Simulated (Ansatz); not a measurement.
Born–Oppenheimer molecular dynamics of H₄OSi (6 atoms, charge 0, multiplicity 1). It starts at the highest image of a converged band. Of that band: Neighbouring images differ by up to 1.3 eV, so the band resolves the path poorly. A vibrational analysis at the climbing image gives one clearly imaginary mode, 1106i cm⁻¹: a first-order saddle point.

The calculation used RKS PBE/def2-TZVP (Ansatz).

```yaml
ensemble: NVE (velocity Verlet)
time_step: 0.5 fs
steps_asked: 200
starting_velocities_drawn_for: 100 K
seed: 3982
```

First frame:

```xyz
6
Properties=species:S:1:pos:R:3
Si 0.269 -0.065 -0.545
H 0.410 -0.087 1.154
H 1.379 0.192 0.469
O -0.733 1.255 -0.778
H -1.508 1.320 -0.199
H -0.464 -1.296 -0.102
```

Problem. How far do the bonds stretch over the last three quarters of this one trajectory? (Pairs bonded in most of those frames.)

Solution. 
```csv
bond,mean (Å),spread (Å),shortest,longest
Si1–O4,1.678,0.018,1.65,1.71
Si1–H6,1.569,0.030,1.52,1.62
H2–H3,0.766,0.055,0.68,0.85
O4–H5,0.974,0.005,0.96,0.98
```

Mean temperature of the second half: 890 K. The conserved energy stayed within 0.51 meV per atom of its start (net change -0.47 meV per atom), so the integration is sound. The kinetic energy rose, since the run started high on the potential surface and went downhill. It ends in pieces (H2 + H2OSi), so much of that is their flight and rotation, not heat. A run of 0.1 ps of so small a system gives no equilibrium averages. The orbitals stay closed-shell, which can raise the energy where a bond breaks towards radicals; this wasn't checked here.

Run time: 83 s on 2 threads of Intel(R) Xeon(R) 6975P-C (Granite Rapids) (shared host), peak memory 0.14 GiB.
